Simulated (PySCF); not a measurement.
Gas-phase thermal properties of CO₂

Computed with PySCF (xtb for GFN2) and rigid-rotor harmonic-oscillator thermochemistry at 1 bar. Table values come from the NASA 1993 polynomials. 6-31G* has spherical d functions here. All species are closed-shell singlets. B3LYP is the form with VWN-RPA correlation. The harmonic model lacks anharmonicity and excited electronic states, which grow with temperature; levels with a mode under 35 cm⁻¹ are left out.

```csv
level,point group,σ,ZPE (kJ/mol),S°298 (J/mol/K),Cp298 (J/mol/K),S°1000 (J/mol/K),H1000 − H298 (kJ/mol)
table,-,-,-,213.8,37.1,269.3,33.4
B3LYP/6-31G*,D∞h,2,30.5,214.1,37.4,269.6,33.3
GFN2-xTB,D∞h,2,31.2,214.3,38.1,269.9,33.3
HF/6-31G*,D∞h,2,33.6,212.7,35.5,266.1,32.2
PBE/def2-SVP,D∞h,2,29.9,214.5,37.9,270.4,33.5
PBE0/def2-TZVP,D∞h,2,31.2,213.5,36.7,268.3,33.0
```
σ: rotational symmetry number. Electronic degeneracy used: 1. Frequencies are unscaled.
